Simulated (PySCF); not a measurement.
# NCO (nco radical): UPBE/STO-3G

Aim: the vertical doublet–quartet gap of NCO (nco radical) at UPBE/STO-3G, from 2 runs. 

The results are computed with PySCF 2.14.0.

16 further runs of the same task are left out: 4 that didn't finish, 12 set aside as unsound or not needed.

### Step 1. The molecule

NCO: 3 atoms, total charge 0, spin state doublet. As SMILES, `[N]=C=O`. The coordinates come from a PBE0-D4/def2-TZVP relaxation.

Bond lengths: N1–C2 1.222 Å, C2–O3 1.171 Å. Angles: N1–C2–O3 180.0°.

### Step 2. A single-point energy at UPBE/STO-3G

job.py

```python
from pyscf import gto, dft

system = gto.M(
    atom=[
    ('N', (0.968200, 0.423100, 0.579200)),
    ('C', (-0.013800, -0.006000, -0.008300)),
    ('O', (-0.954400, -0.417100, -0.571000)),
],
    spin=1,
    max_memory=1860,
    basis='sto-3g',
    verbose=3,
)

mf = dft.UKS(system)
mf.xc = 'pbe'
mf.conv_tol = 1e-10
mf.grids.level = 5
mf.kernel()
if not mf.converged:
    mf = mf.newton().run(mf.mo_coeff, mf.mo_occ)

e_final = mf.e_tot
print('E = %.10f Eh' % e_final)
```

Launch:

```sh
$ OMP_NUM_THREADS=1 python job.py
```

Output:

```text
converged SCF energy = -165.56798694382  <S^2> = 0.75678244  2S+1 = 2.006771
E = -165.5679869438 Eh
```

It took 2.7 s on 1 thread of Intel Xeon Platinum 8488C (Sapphire Rapids), shared host; peak memory 0.19 GiB.

### Step 3. The quartet, same level

run.py

```python
from pyscf import gto, dft

system = gto.M(
    atom='''
N        0.968200       0.423100       0.579200
C       -0.013800      -0.006000      -0.008300
O       -0.954400      -0.417100      -0.571000
''',
    basis='sto-3g',
    spin=3,
    max_memory=1860,
    verbose=3,
    charge=0,
)

calc0 = dft.UKS(system)
calc0.xc = 'pbe'
calc0.grids.level = 5
calc0.conv_tol = 1e-10
calc0.kernel()
if not calc0.converged:
    calc0 = calc0.newton().run(calc0.mo_coeff, calc0.mo_occ)

e_tot = calc0.e_tot
print('Final energy', e_tot)
```

Launch:

```sh
$ OMP_NUM_THREADS=1 python run.py
```

Output:

```text
WARN: HOMO 0.0822424479583074 >= LUMO -0.247362730538121

WARN: HOMO 0.0748939517740528 >= LUMO -0.125682926830489

WARN: HOMO 0.0756648041075069 >= LUMO -0.143803707225962

WARN: HOMO 0.0840722601878766 >= LUMO -0.150286663909251

WARN: HOMO 0.0838991518184138 >= LUMO -0.147200987316099

WARN: HOMO 0.083966644551699 >= LUMO -0.146877813023568

WARN: HOMO 0.0840380661236156 >= LUMO -0.146769687476965

WARN: HOMO 0.0840378493213884 >= LUMO -0.146773329346437

WARN: HOMO 0.084038168216466 >= LUMO -0.146773706557308

converged SCF energy = -165.329662057311  <S^2> = 3.7568943  2S+1 = 4.0034457
Final energy -165.32966205731134
```

It took 2.3 s on 1 thread of Intel Xeon Platinum 8488C (Sapphire Rapids), shared host; peak memory 0.19 GiB.

### Step 4. Outcome

At UPBE/STO-3G:

| quantity | value |
| --- | --- |
| doublet: total energy | -165.56799 Eh |
| doublet: dipole moment | 1.09 D |
| doublet: HOMO energy (highest over α and β) | -4.55 eV |
| doublet: LUMO energy (lowest over α and β) | -4.23 eV |
| doublet: ⟨S²⟩ | 0.757 |
| quartet: total energy | -165.32966 Eh |
| quartet: dipole moment | 0.81 D |
| quartet: ⟨S²⟩ | 3.757 |
| vertical energy of the quartet above the doublet | 6.485 eV |

**Reading.** At this shape the quartet lies 6.49 eV (626 kJ/mol) above the doublet. In a minimal basis such a difference can be off by several eV, whatever the method. Mulliken charges (doublet) run from -0.14 on N1 to +0.21 on C2. Mulliken charges (quartet) run from -0.06 on N1 to +0.07 on C2; they depend strongly on the basis.
